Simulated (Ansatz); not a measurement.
## How far each method lies from UCCSDT(Q) for H₂B–CH⁺, quartet

Geometry: that of the H2B–CH, triplet, kept fixed. The doublet lies 3.0 eV lower here.

```xyz
5

B     0.0000    0.0504    0.7398
C     0.0000   -0.1015   -0.7490
H     0.0000    1.1489    1.2274
H     0.0000   -0.9087    1.4552
H     0.0000    0.4289   -1.6923
```

Basis cc-pVDZ; Ansatz 0.2.0. Only valence electrons are correlated (noble-gas cores frozen), which leaves 9 electrons in 41 orbitals. Prefix R: restricted or restricted open-shell reference; prefix U: unrestricted. Active spaces: valence = (9e, 11o) chosen from the atoms' valence shells.

Full CI isn't at hand for all of this; UCCSDT(Q) serves as the reference, and is uncertain by about the last step of the cluster series. The frozen core follows each run's orbitals, which can shift R against U totals by a few meV.

For open shells CISD is restricted-active-space CI with the open shells as a complete middle space.

* UHF ⟨S²⟩: 3.785
* T1 diagnostic (RCCSD): 0.0505
* largest doubles amplitude (RCCSD): 0.030
* T1 diagnostic (UCCSD): 0.0238

```tsv
level	E − E(RHF) (eV)
UHF	-0.2572
RMP2	-4.1569
UMP2	-4.1792
RCCSD	-5.1169
UCCSD	-5.1268
RCCSD(T)	-5.2484
UCCSD(T)	-5.2504
```

Task: Estimate how far UCCSDT(Q) in cc-pVDZ lies from RCCSD(T). The table doesn't fix it; the size of (T) and the diagnostics are the guide.

Result: UCCSDT(Q) in cc-pVDZ lies 3.7 kJ/mol below RCCSD(T), which is 29 % of the (T) step (-12.7 kJ/mol). T1 is raised, and the rest is a large part of (T).

The other levels:

| level | E − E(UCCSDT(Q)) (kJ/mol) | share of correlation (%) | wall time |
| --- | --- | --- | --- |
| CISD | 41.5 | 91.86 | 4.3 s |
| BCCD(T) | 3.6 | 99.29 | 3.9 s |
| RCCSDT | 0.8 | 99.84 | – |
| UCCSDT | 0.6 | 99.88 | – |
| RCCSDT(Q) | 0.2 | 99.96 | 29 s |
| CASSCF (valence space) | 273.2 | 46.44 | – |
| NEVPT2 (valence space) | 63.5 | 87.54 | 9 s |
| MRCISD (valence space) | 13.2 | 97.41 | – |
| MRCISD+Q (valence space) | 1.9 | 99.63 | 16 s |

The correlation energy at UCCSDT(Q), counted from RHF, is -5.287 eV. That run took 21 s on 1 thread of Arm Neoverse V1, shared host.

Times hold each run's SCF and search for its determinant on a shared host, so for small cases they say little of a method's own cost; they ran on 1 thread of Arm Neoverse V1. Some runs computed forces too.

Natural occupations of CASSCF (valence space) about the gap: 1.975 1.971 1.961 1.007 0.995 0.988 0.028 0.025 0.020 0.018; effectively unpaired electrons, Σ n²(2−n)², 3.02.
